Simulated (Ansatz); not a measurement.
Born–Oppenheimer molecular dynamics of ClNa (2 atoms, charge 0, multiplicity 1). It starts from a relaxed structure.

The calculation used UKS B3LYP/def2-SVP in Ansatz.

- ensemble: NVT, Langevin thermostat
- time step: 2 fs
- steps asked: 400
- set temperature: 1500 K
- friction: 0.005 /fs
- seed: 913732

Frames 40 fs apart, positions in Å, forces in eV/Å.

Velocities at 140.0 fs (Å/ps):

```
Na -6.66 -6.16 -1.93
Cl -5.10 0.68 -2.80
```

```xyz
2
Properties=species:S:1:pos:R:3:forces:R:3 time_fs=140.0 energy_less_start_eV=0.000 T=640
Na -1.752 -0.181 -0.289 0.01 0.00 0.00
Cl 0.453 -0.004 0.479 -0.01 0.00 0.00
2
Properties=species:S:1:pos:R:3:forces:R:3 time_fs=180.0 energy_less_start_eV=0.006 T=988
Na -1.933 -0.326 -0.531 -0.31 -0.04 -0.09
Cl 0.253 -0.064 0.138 0.31 0.04 0.09
2
Properties=species:S:1:pos:R:3:forces:R:3 time_fs=220.0 energy_less_start_eV=0.000 T=1041
Na -1.996 -0.404 -0.922 0.07 0.01 0.03
Cl 0.182 -0.146 -0.074 -0.07 -0.01 -0.03
2
Properties=species:S:1:pos:R:3:forces:R:3 time_fs=260.0 energy_less_start_eV=0.026 T=930
Na -2.023 -0.680 -1.347 0.48 0.08 0.28
Cl 0.041 -0.324 -0.117 -0.48 -0.08 -0.28
2
Properties=species:S:1:pos:R:3:forces:R:3 time_fs=300.0 energy_less_start_eV=0.003 T=1333
Na -1.952 -0.968 -1.546 -0.18 -0.03 -0.14
Cl -0.133 -0.660 -0.151 0.18 0.03 0.14
2
Properties=species:S:1:pos:R:3:forces:R:3 time_fs=340.0 energy_less_start_eV=0.167 T=1684
Na -1.821 -1.141 -1.778 0.78 0.04 0.87
Cl -0.092 -1.061 0.142 -0.78 -0.04 -0.87
2
Properties=species:S:1:pos:R:3:forces:R:3 time_fs=380.0 energy_less_start_eV=0.018 T=1728
Na -1.265 -1.116 -1.802 -0.25 0.08 -0.51
Cl -0.268 -1.440 0.215 0.25 -0.08 0.51
2
Properties=species:S:1:pos:R:3:forces:R:3 time_fs=420.0 energy_less_start_eV=0.003 T=2083
Na -0.909 -0.990 -1.722 0.05 -0.09 0.19
Cl -0.365 -2.003 0.352 -0.05 0.09 -0.19
2
Properties=species:S:1:pos:R:3:forces:R:3 time_fs=460.0 energy_less_start_eV=0.024 T=2743
Na -0.368 -1.154 -1.460 -0.01 -0.31 0.44
Cl -0.429 -2.565 0.511 0.01 0.31 -0.44
2
Properties=species:S:1:pos:R:3:forces:R:3 time_fs=500.0 energy_less_start_eV=0.006 T=2106
Na 0.171 -1.436 -1.041 0.05 0.21 -0.23
Cl -0.214 -2.974 0.628 -0.05 -0.21 0.23
2
Properties=species:S:1:pos:R:3:forces:R:3 time_fs=540.0 energy_less_start_eV=0.007 T=2240
Na 0.469 -1.587 -0.759 0.05 0.26 -0.22
Cl 0.165 -3.318 0.721 -0.05 -0.26 0.22
2
Properties=species:S:1:pos:R:3:forces:R:3 time_fs=580.0 energy_less_start_eV=0.004 T=2947
Na 0.870 -1.825 -0.494 -0.02 -0.20 0.13
Cl 0.626 -3.817 0.775 0.02 0.20 -0.13
```

Of the whole run (800 fs, mean temperature of the second half 1957 K): The mean temperature of the second half is 30 % above the set value. A run of 0.8 ps of so small a system gives no equilibrium averages.

Run time: 7 min on 1 thread of Arm Neoverse V1, with other jobs on the host, peak memory 0.095 GiB.
